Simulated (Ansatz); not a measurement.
Reaction (SMILES): C#N (CH-N) + H+ → C#[NH+]
B3LYP-D3(BJ)/def2-TZVP geometries, fixed; electronic energies without zero-point terms; positive where energy is released.
Largest species:
```xyz
4

C      0.0000     0.0000    -0.5980
N      0.0000     0.0000     0.5315
H      0.0000     0.0000    -1.6793
H      0.0000     0.0000     1.5473
```
Charge +1, spin multiplicity 1.

Basis-set convergence of the proton affinity at PBE0 with Ansatz (a first-principles code). All functions are spherical. The program fits the integrals of some runs and decomposes those of others, by size. The proton sits at the site shown, which need not be the one that binds it best. No added dispersion term, no relativity. Functions are those of the species that has most. Reference: the value in aug-pcseg-3, 177.42 kcal/mol, itself unsure by roughly 0.03 kcal/mol (its mean distance from aug-cc-pVQZ, cc-pV5Z, def2-QZVPPD). Deviations are taken from unrounded values.

```csv
basis,functions,proton affinity (kcal/mol),minus reference (kcal/mol)
cc-pVDZ,38,176.55,-0.87
aug-cc-pVDZ,64,175.38,-2.04
cc-pVTZ,88,177.65,0.23
jun-cc-pV(T+d)Z,106,177.18,-0.24
aug-cc-pVTZ,138,177.22,-0.20
cc-pVQZ,170,177.49,0.07
aug-cc-pVQZ,252,177.37,-0.05
cc-pV5Z,292,177.42,0.00
```

The smallest set listed that lies within 0.5 kcal/mol of the reference with all its larger relatives (same family, alike in diffuse functions; a set with none counts only in the reference's own line) is cc-pVTZ (88 functions, 0.23 kcal/mol off).
